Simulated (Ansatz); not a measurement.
A made-up structure of CH$_{3}$OSi (charge +1), singlet:

```xyz
6
angstrom
O 0.0670 0.0165 0.1815
C -0.3907 -0.1382 -1.0892
Si 0.3885 0.8803 1.5684
H 0.2731 -0.1075 -1.9150
H -1.3598 -0.5248 -1.2761
H 0.9988 -0.1531 2.4538
```

It is relaxed with PBE-D4/def2-SVP and then PBE0-D4/def2-TZVP (Ansatz 0.2.0). Atoms count as bonded within 1.22 times the sum of their covalent radii (H–H: 0.88 Å). The end point is not checked to be a true minimum.

Q: Does its bonding change? (Judge from chemistry; the calculation decides.)

A: Computed: No: no bond forms or breaks.

Where it ends: The first stage lowers the energy by 0.62 eV in 11 steps. It ends as CH₃OSi ([CH2][O][SiH]), total charge +1:
O1  (0.005, 0.171, 0.126)
C2  (-0.342, -0.191, -0.998)
Si3  (0.376, 1.003, 1.617)
H4  (0.372, -0.131, -1.823)
H5  (-1.354, -0.573, -1.147)
H6  (0.919, -0.306, 2.148)
(Å)

Labels in which every atom is bracketed show which atoms are joined, not bond orders.

For scale, one of the runs: PBE0-D4/def2-TZVP relaxation, 117 basis functions, launched by `ansatz run in.yaml --threads 2 --pin off --events-out ev --progress --plain --max-ram 4352MiB`. The run took about 12 s on 2 CPU threads of an Arm Neoverse V2 (shared host).
